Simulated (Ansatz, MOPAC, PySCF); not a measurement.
Species: lithium hydride, LiH, net charge 0, singlet state. SMILES: [LiH]
Geometry: optimised at B3LYP-D3(BJ)/def2-TZVP (Ansatz, a program for electronic structure).

Unscaled harmonic wavenumbers (cm⁻¹) in rising order, each level at the stationary point that it reaches from this structure (no distance between atoms moves by over 0.3 Å); the order of modes can differ between levels, and a negative number is imaginary. B3LYP-D3(BJ)/def2-TZVP (PySCF, at the structure above): 1422.

PM3 (MOPAC): 1476. Zero-point energy 2.1 against 2.0 kcal/mol; where all levels lie over 400 cm⁻¹, the wavenumbers are on average 1.038 times those of B3LYP-D3(BJ)/def2-TZVP.

HF/3-21G (Ansatz): 1425. Zero-point energy 2.0 against 2.0 kcal/mol; where all levels lie over 400 cm⁻¹, the wavenumbers are on average 1.002 times those of B3LYP-D3(BJ)/def2-TZVP.

HF/6-31G* (Ansatz): 1417. Zero-point energy 2.0 against 2.0 kcal/mol; where all levels lie over 400 cm⁻¹, the wavenumbers are on average 0.996 times those of B3LYP-D3(BJ)/def2-TZVP.

B3LYP/6-31G* (Ansatz): 1400. Zero-point energy 2.0 against 2.0 kcal/mol; where all levels lie over 400 cm⁻¹, the wavenumbers are on average 0.984 times those of B3LYP-D3(BJ)/def2-TZVP.
